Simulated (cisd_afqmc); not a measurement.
Input (AFQMC/CISD/aug-cc-pV(D+d)Z; cisd_afqmc is a phaseless AFQMC code with CISD trial states that reads the integrals written by Ansatz): A basis named .json is the Basis Set Exchange file of that set.

Ansatz 0.2 input:
```python
import cisd_afqmc

open("ham.yaml", "w").write("""\
crystal:
  periodic: [false, false, false]
  atoms:
    - {symbol: S, position_ang: [-0.00000000, -0.00000000, -0.07936290]}
    - {symbol: H, position_ang: [0.00000000, 0.00000000, 1.26980637]}
basis:
  gaussian:
    orbitals: aug-cc-pV_D+d_Z.json
total_charge: -1
magnetization: {spin_polarized: false}
correlation: {method: ccsd, electrons: outside_noble_gas, hamiltonian_folder: ham}
""")
rep = cisd_afqmc.ansatz("ham.yaml")
e_ccsd = rep["correlation"]["coupled_cluster"]["energy"]["hartree"]
out = cisd_afqmc.run("ham", e_ccsd, trial="CISD", walkers=200, populations=8, threads=8, dt=0.005, steps=40, early=24, settle=10, least=32,
    cut=5e-5, rank_cut=2e-4, target=0.0004, seconds=1500, seed=1, memory=17280, gpu=False)
```

Output:

```
orbitals 36, occupied [4], factors 177 of 398, rank of the doubles 64 of 128
E(HF) = -398.135573
E(CCSD) on the cut factors = -398.314897, shift to the whole factors -0.000005
Energy of the trial state on the determinant = -398.314903
  tau behind 7.2 of longer steps, mean of the populations' last blocks
   2.0  -398.32192
   4.0  -398.32226
   6.0  -398.32225
   8.0  -398.32208
blocks 273 (0 outliers left out), error by blocks joined: 1: 0.00010, 2: 0.00012, 4: 0.00016, 8: 0.00020, 16: 0.00025
E(AFQMC/CISD) = -398.32205 +/- 0.00025
```

The error still grows at the longest joins of blocks, or few joins were possible, so the printed bar may be too narrow.
